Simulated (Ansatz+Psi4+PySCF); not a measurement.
A single Be atom.

Basis set: cc-pCVTZ. Charge 0. Computed with Ansatz (development build ahead of 0.2.0); the lowest solution found for each multiplicity.

(1) How do the multiplicities compare at this shape? Give, from the lowest of each method, MP2 (restricted) for 1, 3; HF (restricted) for 1, 3.

## Answers

(1)

```
         method  multiplicity  E (eV)  <S²>
MP2, restricted             1   0.000  0.00
MP2, restricted             3   2.346  2.00
 HF, restricted             1   0.000  0.00
 HF, restricted             3   1.626  2.00
```
